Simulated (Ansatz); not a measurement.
One change: `CC1=C(F)C1` becomes `OC1=C(F)C1`.

Ansatz, PBE0-D4/def2-TZVP geometries, multiplicity 1. Each molecule was computed in one conformer, which needn't be the lowest.

| property | `CC1=C(F)C1` |
| --- | --- |
| size of the dipole moment (ωB97M-V/def2-TZVPP) / D | 1.70 |
| HOMO energy (B3LYP/def2-TZVPP) / eV | -6.67 |
| LUMO energy (PBE0/def2-TZVPP) / eV | 0.97 |
| ideal-gas entropy at 298 K and 1 bar (rigid rotor, harmonic PBE0-D4/def2-TZVP) / J/(mol·K) | 307 |
| HOMO–LUMO gap (ωB97M-V/def2-TZVPP) / eV | 11.71 |
| HOMO–LUMO gap (B3LYP/def2-TZVPP) / eV | 7.37 |

(1) What does the change do to each property? (An estimate is asked.)

Results:

(1) Ansatz gave: 
```csv
property,`OC1=C(F)C1`,shift
size of the dipole moment (ωB97M-V/def2-TZVPP) / D,1.37,-0.33
HOMO energy (B3LYP/def2-TZVPP) / eV,-6.33,0.34
LUMO energy (PBE0/def2-TZVPP) / eV,0.44,-0.53
"ideal-gas entropy at 298 K and 1 bar (rigid rotor, harmonic PBE0-D4/def2-TZVP) / J/(mol·K)",297,-10
HOMO–LUMO gap (ωB97M-V/def2-TZVPP) / eV,10.66,-1.05
HOMO–LUMO gap (B3LYP/def2-TZVPP) / eV,6.35,-1.02
```

With PBE0 the HOMO rises by 0.34 eV and the LUMO falls by 0.53 eV, so the gap narrows by about 0.87 eV. PBE moves the HOMO by 0.41 eV and ωB97M-V by 0.34 eV. The zero-point energy changes by -60.4 kJ/mol with -6 modes. Dipoles are sizes alone; their direction can turn.

B3LYP here is the variant with VWN-RPA as its local correlation; programs differ in this.
